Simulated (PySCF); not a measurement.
# The electron affinity along the second row

All values are computed (PySCF 2.14, energy differences of UHF-based or UKS calculations, no spin-orbit coupling). Values in eV. The last column holds reference values (measured affinities from photodetachment; the arrow runs from anion to atom). Unmarked ones compare directly (S terms, centres of terms, or small fine structure); those marked * lie between the lowest fine-structure levels and include a spin-orbit shift.

```json
{"element": "Li (aug-cc-pVDZ, non-relativistic)", "configurations": "[He] 2s2 → [He] 2s1", "UHF": "-0.137", "LDA": "0.587", "PBE": "0.512", "MP2 (valence)": "0.299", "SCS-MP2 (valence)": "0.387", "CCSDT (valence)": "0.592", "reference": "0.618"}
{"element": "B (aug-cc-pVDZ, non-relativistic)", "configurations": "[He] 2s2 2p2 → [He] 2s2 2p1", "UHF": "-0.300", "LDA": "0.717", "PBE": "0.597", "MP2 (valence)": "0.144", "SCS-MP2 (valence)": "0.008", "CCSDT (valence)": "0.186", "reference": "0.280"}
{"element": "O (aug-cc-pVDZ, non-relativistic)", "configurations": "[He] 2s2 2p5 → [He] 2s2 2p4", "UHF": "-0.523", "LDA": "2.037", "PBE": "1.759", "MP2 (valence)": "1.269", "SCS-MP2 (valence)": "1.208", "CCSDT (valence)": "1.199", "reference": "1.461"}
{"element": "F (aug-cc-pVDZ, non-relativistic)", "configurations": "[Ne] → [He] 2s2 2p5", "UHF": "1.284", "LDA": "4.138", "PBE": "3.684", "MP2 (valence)": "3.544", "SCS-MP2 (valence)": "3.362", "CCSDT (valence)": "3.230", "reference": "3.401"}
```

Problem. Fill in the row of C (aug-cc-pVDZ, non-relativistic) ([He] 2s2 2p3 → [He] 2s2 2p2).

Solution. UHF 0.468; LDA 1.788; PBE 1.572; MP2 (valence) 1.187; SCS-MP2 (valence) 0.921; CCSDT (valence) 1.152; reference 1.262 (eV).

The highest occupied level of the anion is positive for Li⁻ at LDA, PBE; B⁻ at LDA, PBE; C⁻ at LDA, PBE; O⁻ at LDA, PBE; F⁻ at LDA, PBE, so there the basis helps to hold the electron.

"Valence" correlates the outer s and p shells and, in groups 3 to 12 and the f block, the outer d or f shell, open or full, or the next shell where the ion has no valence electron left; the wider scheme adds the next inner shell.
